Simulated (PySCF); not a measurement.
# Working out the ionisation energy of F

F [He] 2s2 2p5 (2P) → F⁺ [He] 2s2 2p4 (3P). All numbers are calculated (PySCF 2.14, no relativity, point nucleus, in aug-cc-pVDZ (4s3p2d, 23 functions)). Frozen: 1s2. Energies in hartree (1 hartree = 27.21139 eV):

```json
{"part": "UHF", "F (lower)": "-99.381092", "F⁺ (upper)": "-98.801665"}
{"part": "CCSD correlation", "F (lower)": "-0.166657", "F⁺ (upper)": "-0.118220"}
{"part": "(T)", "F (lower)": "-0.002321", "F⁺ (upper)": "-0.001221"}
```

Question: What does Hartree-Fock give?

Answer: (-98.801665) − (-99.381092) = 0.579427 hartree = 15.767 eV.

Question: What do CCSD and CCSD(T) give?

Answer: The CCSD correlation energies differ by 0.048437 hartree = 1.318 eV and the triples by 0.001100 hartree = 0.030 eV, so CCSD gives 17.085 eV and CCSD(T) 17.115 eV.

Measured between the centres of the two terms (NIST): 17.427 eV, so CCSD(T) (valence) is off by -0.312 eV.

A double-zeta basis recovers only part of the correlation energy.

What remains against the reference includes basis incompleteness, the frozen core and higher excitations.
